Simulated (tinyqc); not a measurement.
Pariser-Parr-Pople SCF with singles CI, for the molecule N=c1cc1C=O (SMILES; centres numbered as the heavy atoms are written), step by step. One step of it, computed by the program tinyqc.

Task: Singles CI, singlets. Over the 9 single excitations with the smallest orbital gaps: A = (e_a - e_i) delta + 2 (ia|jb) - (ij|ab), with (pq|rs) = sum c_mp c_mq gamma_mn c_nr c_ns. f = 2/3 w |mu|^2 in atomic units, mu = sqrt2 sum c_ia sum_m c_mi c_ma R_m.

orbital energies (eV): [-16.299665, -14.086354, -11.133420, -2.955969, -0.257631, 0.570450]

coefficients, order 1N, 2C, 3C, 4C, 5C, 6O:
```
[[0.250133, -0.248497, 0.764239, -0.151334, -0.396617, -0.333789],
 [0.473423, -0.289372, 0.294941, 0.114125, 0.565082, 0.522304],
 [0.474595, -0.209855, -0.339495, 0.605111, -0.496745, 0.050476],
 [0.572872, -0.071054, -0.393262, -0.456262, 0.239879, -0.496384],
 [0.303883, 0.456025, -0.023768, -0.479759, -0.415156, 0.544617],
 [0.259879, 0.772959, 0.241810, 0.399461, 0.216159, -0.265010]]
```

repulsion gamma_rs (eV), order 1N, 2C, 3C, 4C, 5C, 6O:
```
[[12.300000, 7.729249, 4.846822, 4.847334, 3.584026, 2.773231],
 [7.729249, 11.130000, 7.554351, 7.553758, 4.802277, 3.619451],
 [4.846822, 7.554351, 11.130000, 7.555349, 4.803709, 4.084521],
 [4.847334, 7.553758, 7.555349, 11.130000, 7.553313, 5.412760],
 [3.584026, 4.802277, 4.803709, 7.553313, 11.130000, 8.106939],
 [2.773231, 3.619451, 4.084521, 5.412760, 8.106939, 15.200000]]
```

Centres (angstrom, eV; a flat drawing with bonds scaled to 1.40 angstrom):
```
centre          x          y  core charge z          W   gamma_rr
1N       2.438000  -0.652000              1  14.100000  12.300000
2C       1.221000   0.040000              1  11.160000  11.130000
3C       0.512000   1.247000              1  11.160000  11.130000
4C      -0.179000   0.030000              1  11.160000  11.130000
5C      -1.387000  -0.678000              1  11.160000  11.130000
6O      -2.604000   0.013000              1  17.700000  15.200000
```

Give: singlet CI matrix; singlet excitation energies; oscillator strengths.

Result:

singlet CI matrix (eV), order 3>4, 3>5, 2>4, 3>6, 1>4, 2>5, 2>6, 1>5, 1>6:
```
[[3.6321, 0.4635, 0.0560, -0.3969, 0.0922, -0.2866, 0.4843, -0.0235, -0.2291],
 [0.4635, 5.7259, -0.2119, -0.2438, 0.2126, 0.2527, 0.3649, 0.2299, -0.3555],
 [0.0560, -0.2119, 6.2036, -0.0835, 0.1072, -0.0194, 0.2313, -0.4564, 0.5335],
 [-0.3969, -0.2438, -0.0835, 6.7666, -0.2243, 0.2607, 0.0448, -0.1570, 0.2928],
 [0.0922, 0.2126, 0.1072, -0.2243, 7.8571, -0.0328, 0.1003, 0.2640, -0.3147],
 [-0.2866, 0.2527, -0.0194, 0.2607, -0.0328, 9.0762, 0.6976, 0.4057, 0.7188],
 [0.4843, 0.3649, 0.2313, 0.0448, 0.1003, 0.6976, 9.3120, 0.6732, 0.0893],
 [-0.0235, 0.2299, -0.4564, -0.1570, 0.2640, 0.4057, 0.6732, 9.8833, -0.0572],
 [-0.2291, -0.3555, 0.5335, 0.2928, -0.3147, 0.7188, 0.0893, -0.0572, 10.5270]]
```

singlet excitation energies (eV): [3.4434, 5.5573, 6.1096, 6.7751, 7.8533, 8.4583, 9.0720, 10.6409, 11.0739]

oscillator strengths: [0.2125, 0.8758, 0.1038, 0.0343, 0.3491, 0.1435, 0.0054, 0.0054, 0.0140]
